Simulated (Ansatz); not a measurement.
# How far each method lies from full CI for P2, singlet

Geometry: that of the P2, triplet, kept fixed.

```xyz
2

P     0.0000    0.0000    0.0000
P     0.0000    0.0000    2.0558
```

Basis 6-31G; Ansatz 0.2.0. Correlated methods freeze the noble-gas cores, which leaves 10 electrons in 16 orbitals. R marks a restricted (for open shells ROHF) determinant, U an unrestricted one. Active spaces: valence = (10e, 8o) chosen from the atoms' valence shells.

Full CI is exact within this basis and frozen core; it isn't the basis-set limit. The frozen core follows each run's orbitals, which can shift R against U totals by a few meV.

Unrestricted rows (U) aren't spin-pure: their determinants' ⟨S²⟩ exceeds S(S+1) by up to 0.74, so they mix in states of higher spin. Coupled cluster chose its determinant by trial CCSD, here up to 0.77 eV above the lowest Hartree–Fock solution of its kind.

The UHF ⟨S²⟩ is 1.278. The ⟨S²⟩ of the determinant under UCCSD is 0.745, the T1 diagnostic (RCCSD) is 0.0146 and the largest doubles amplitude (RCCSD) is 0.185.

```tsv
level	E − E(full CI) (mEh)	share of correlation (%)	wall time
RHF	163.18	0.00	–
RMP2	1.50	99.08	–
CISD	24.30	85.11	0.21 s
RCCSD*	8.90	94.55	–
UCCSD	5.30	96.75	–
RCCSD(T)*	3.04	98.13	0.24 s
UCCSD(T)	1.19	99.27	1.1 s
BCCD(T)*	3.00	98.16	0.27 s
RCCSDT	2.99	98.17	–
UCCSDT	2.38	98.54	–
CISDTQ	2.12	98.70	1.9 s
RCCSDT(Q)	-0.19	100.11	0.66 s
UCCSDT(Q)	0.18	99.89	3.8 s
RCCSDTQ	0.38	99.77	4.2 s
UCCSDTQ	0.26	99.84	33 s
CASSCF (valence space)	37.66	76.92	–
NEVPT2 (valence space)	10.65	93.48	0.78 s
MRCISD (valence space)	1.06	99.35	–
MRCISD+Q (valence space)	0.09	99.95	1.4 s
```

An asterisk marks runs whose energy the program itself flagged as in doubt.

The correlation energy at full CI, counted from RHF, is -4.440 eV. That run took 17 s on 1 thread of Arm Neoverse V2, shared host over 2,388,528 determinants.

Run but not shown, since their state or frozen core can't be matched to the reference's or they repeat it: UHF, UMP2.

Times hold each run's SCF and search for its determinant on a shared host, so for small cases they say little of a method's own cost; they ran on 1 thread of Arm Neoverse V2.

Not variational, and here over 5 meV under the exact energy: RCCSDT(Q).

The full-CI state has the irrep Ag of D2h, in the program's axes (one component, if the state is degenerate).

Natural occupations of full CI about the gap: 1.985 1.970 1.948 1.858 1.858 0.146 0.146 0.049 0.011 0.006; effectively unpaired electrons, Σ n²(2−n)², 0.31.
